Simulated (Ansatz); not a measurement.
`C=CC(=O)OC` + H₂O → `C=CC(=O)O` + CH₃OH at 700 K and 1 bar (formal hydrolysis of a C–O bond).

Calculated with Ansatz (gas phase, PBE0-D4/def2-TZVP geometries, no zero-point term in ΔE). CCSD(T)/CBS is the MP2 limit (def2-TZVPP, def2-QZVPP) plus CCSD(T) − MP2 in def2-TZVPP, frozen cores. This one scheme is used for every species. Each species was taken in one conformer, which may not be the lowest.

```csv
species,CCSD(T)/CBS energy (Eh),H − E (kJ/mol),S (J/(mol·K))
`C=CC(=O)OC`,-306.14577,328.3,451.1
H₂O,-76.37941,80.5,218.4
`C=CC(=O)O`,-266.90041,238.2,391.1
CH₃OH,-115.61712,170.8,288.5
```

H − E and S are ideal-gas, rigid-rotor, harmonic terms from PBE0-D4/def2-TZVP, for one conformer and one mirror image of each species. 1 Eh = 2625.50 kJ/mol, R = 8.31446 J/(mol·K).

**Question.** By hand: ΔE, ΔH, ΔS and ΔG.

**Answer.** ΔE = (-266.90041) + (-115.61712) − (-306.14577) − (-76.37941) = 0.00765 Eh = 20.1 kJ/mol. Δ(H − E) = 238.2 + 170.8 − 328.3 − 80.5 = 0.2, so ΔH = 20.3 kJ/mol. ΔS = 391.1 + 288.5 − 451.1 − 218.4 = 10.1 J/(mol·K). ΔG = 20.3 − 700 × (10.1)/1000 = 13.2 kJ/mol.

**Question.** By hand: the equilibrium constant, and the temperature at which ΔG would vanish if ΔH and ΔS stayed fixed.

**Answer.** log₁₀ K = −ΔG/(RT ln 10) = -1.0. ΔG = 0 at ΔH/ΔS = 2010 K, though so small a ΔS makes that figure unsure.

TΔS isn't small against ΔH here. A doubt of 5 kJ/mol in ΔE shifts log₁₀ K by 0.4 here. Other conformers and mirror images would add mixing entropy, several J/(mol·K) or more a flexible species. These are equilibria of isolated gas molecules and say nothing of rates. Largest T1 diagnostic: 0.015 (customary marks: 0.02 for closed shells, 0.045 for open ones).
